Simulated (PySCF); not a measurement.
Species: 1,3,4-thiadiazole, C2H2N2S.
Numbering: `[cH:1]1[n:2][n:3][cH:4][s:5]1` (hydrogens: H6 on C1; H7 on C4)

The same species was optimised twice, with GFN2-xTB and with PBE0-D3(BJ)/def2-SVP (PySCF), and the same property calculations (PySCF, gas phase) were run on both structures.

| coordinate | GFN2-xTB | PBE0-D3(BJ)/def2-SVP | change |
| --- | --- | --- | --- |
| N2–N3 (Å) | 1.323 | 1.348 | +0.025 |
| C1–H6 (Å) | 1.071 | 1.091 | +0.020 |
| C4–H7 (Å) | 1.071 | 1.091 | +0.020 |
| C1–N2 (Å) | 1.281 | 1.297 | +0.016 |
| N3–C4 (Å) | 1.281 | 1.297 | +0.016 |
| C1–S5 (Å) | 1.738 | 1.727 | -0.011 |
| C4–S5 (Å) | 1.738 | 1.727 | -0.011 |
| C1–S5–C4 (°) | 84.9 | 86.0 | +1.1 |
| N2–N3–C4 (°) | 113.6 | 112.8 | -0.8 |
| C1–N2–N3 (°) | 113.5 | 112.8 | -0.7 |
| N2–C1–H6 (°) | 124.0 | 123.4 | -0.6 |
| N3–C4–H7 (°) | 124.0 | 123.4 | -0.6 |
| S5–C1–H6 (°) | 122.0 | 122.4 | +0.4 |
| S5–C4–H7 (°) | 122.0 | 122.4 | +0.4 |
| N3–C4–S5 (°) | 114.0 | 114.2 | +0.2 |

Rotational constants: A = 9139, B = 5589, C = 3468 MHz (GFN2-xTB) against A = 8996, B = 5585, C = 3446 MHz (PBE0-D3(BJ)/def2-SVP). Point groups within 0.08 Å: C2v and C2v.

On the GFN2-xTB structure: HOMO (eV) -7.78 [PBE0/pcSseg-1]; LUMO (eV) -1.38 [PBE0/pcSseg-1]; dipole (D) 3.21 [PBE0/pcSseg-1]; GIAO shielding of C1/C4 (mean) (ppm) 34.2 [PBE0/pcSseg-1]; GIAO shielding of N2/N3 (mean) (ppm) -137.5 [PBE0/pcSseg-1]; GIAO shielding of S5 (ppm) 214.8 [PBE0/pcSseg-1].

Q: What do these properties become on the PBE0-D3(BJ)/def2-SVP structure?

A: 
| property | level | on GFN2-xTB | on PBE0-D3(BJ)/def2-SVP | change |
| --- | --- | --- | --- | --- |
| HOMO (eV) | PBE0/pcSseg-1 | -7.78 | -7.91 | -0.13 |
| LUMO (eV) | PBE0/pcSseg-1 | -1.38 | -1.38 | 0.00 |
| dipole (D) | PBE0/pcSseg-1 | 3.21 | 3.36 | +0.15 |
| energy, GFN2-xTB geometry as zero (kcal/mol) | PBE0/pcSseg-1 | 0.0 | -0.9 | -0.9 |
| GIAO shielding of C1/C4 (mean) (ppm) | PBE0/pcSseg-1 | 34.2 | 31.5 | -2.7 |
| GIAO shielding of N2/N3 (mean) (ppm) | PBE0/pcSseg-1 | -137.5 | -153.6 | -16.1 |
| GIAO shielding of S5 (ppm) | PBE0/pcSseg-1 | 214.8 | 220.8 | +6.0 |

The heavy atoms differ by 0.013 Å rms after alignment. Among all bonds N2–N3 changes most (+0.025 Å). Changes are differences of the printed values. Neither structure is proved a minimum here.
